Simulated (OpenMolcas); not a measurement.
**RGE2/ANO-L-VDZ run of BHF2 (SMILES FBF)**

What is the vertical ionisation energy of BHF2 at RGE2/ANO-L-VDZ? 

Program for the calculation: OpenMolcas 26.06.

## (1) The structure to begin with

BHF2: 4 atoms, total charge 0, spin state singlet. As SMILES, `FBF`. The shape is that of a PBE0-D4/def2-TZVP optimisation.

Bond lengths: F1–B2 1.313 Å, B2–F3 1.313 Å, B2–H4 1.191 Å. Angles: F1–B2–F3 118.1°, F1–B2–H4 121.0°, F3–B2–H4 121.0°.

## (2) A single-point energy at RGE2/ANO-L-VDZ

The input, mol.xyz:

```xyz
4

F      1.154300     0.456900    -0.361900
B     -0.001900    -0.031000     0.025200
F     -1.095400     0.528700    -0.438900
H     -0.057000    -0.954600     0.775600
```

The input, job.input:

```
&GATEWAY
Coord
mol.xyz
Basis
ANO-L-VDZ
Group
NoSym
&SEWARD
&SCF
KSDFT
RGE2
PrOrbitals
0
```

Started as:

```console
$ export MOLCAS_MEM=1860
$ pymolcas job.input > job.log
```

Standard output:

```text
--- Start Module: gateway ---
[...]
--- Stop Module: gateway /rc=_RC_ALL_IS_WELL_ ---
--- Start Module: seward ---
[...]
      Basis functions           29
--- Stop Module: seward /rc=_RC_ALL_IS_WELL_ ---
--- Start Module: scf ---
[...]
       Convergence after  12 Iterations
[...]
::    Total KS-DFT energy                            -224.4523019995
[...]
      Total spin, S                                     0.0000000000
[...]
      Total electronic charge=   24.000000
      Total            charge=   -0.000000
[...]
      Dipole Moment (debye):
      Origin of the operator (angstrom)=    0.0208    0.3483   -0.2830
                   X= -4.8450E-02               Y= -8.0172E-01               Z=  6.5143E-01           Total=  1.0341E+00
      Quadrupole Moment (debye*angstrom):
[...]
--- Stop Module: scf /rc=_RC_ALL_IS_WELL_ ---
[...]
```

Run time: 3.3 s. Hardware: 1 thread of Arm Neoverse V1, shared host; peak memory 0.37 GiB.

## (3) The doublet cation at the same level

mol.xyz is that of step 2.

The input, job.inp:

```
&GATEWAY
Coord=mol.xyz
Basis=ANO-L-VDZ
Group=NoSym
&SEWARD
&SCF
UHF
Charge=1
Spin=2
KSDFT=RGE2
PrOrbitals=0
```

Started as:

```console
$ export MOLCAS_MEM=1860
$ pymolcas job.inp > job.log
```

Standard output:

```text
--- Start Module: gateway ---
[...]
--- Stop Module: gateway /rc=_RC_ALL_IS_WELL_ ---
--- Start Module: seward ---
[...]
      Basis functions           29
--- Stop Module: seward /rc=_RC_ALL_IS_WELL_ ---
--- Start Module: scf ---
[...]
       Convergence after  21 Iterations
[...]
::    Total KS-DFT energy                            -223.9370116427
[...]
      Total spin, S                                     0.5009987147
[...]
      Total electronic charge=   23.000000
      Total            charge=    1.000000
[...]
      Dipole Moment (debye):
      Origin of the operator (angstrom)=    0.0208    0.3483   -0.2830
                   X= -1.5174E-01               Y= -2.5389E+00               Z=  2.0629E+00           Total=  3.2749E+00
      Center of Charge (angstrom)
[...]
--- Stop Module: scf /rc=_RC_ALL_IS_WELL_ ---
[...]
```

Wall time 5.1 s (1 thread of Arm Neoverse V1, shared host); peak memory 0.37 GiB.

## (4) Outcome

Level: RGE2/ANO-L-VDZ.

```
                                          quantity          value
                        singlet BHF2: total energy  -224.45230 Eh
                       singlet BHF2: dipole moment         1.03 D
                         singlet BHF2: HOMO energy       -9.54 eV
                         singlet BHF2: LUMO energy       -2.14 eV
                       singlet BHF2: HOMO–LUMO gap        7.41 eV
                      doublet cation: total energy  -223.93701 Eh
doublet cation: HOMO energy (highest over α and β)      -19.35 eV
 doublet cation: LUMO energy (lowest over α and β)      -18.50 eV
                              doublet cation: ⟨S²⟩          0.752
vertical ionisation energy (to the doublet cation)      14.022 eV
```

What this shows: The vertical ionisation energy comes to 14.02 eV (1353 kJ/mol). −ε(HOMO) before ionisation, 9.54 eV, is 4.48 eV below this ionisation energy. Mulliken charges (doublet cation) run from +0.09 on F1 to +0.42 on H4; they depend strongly on the basis.
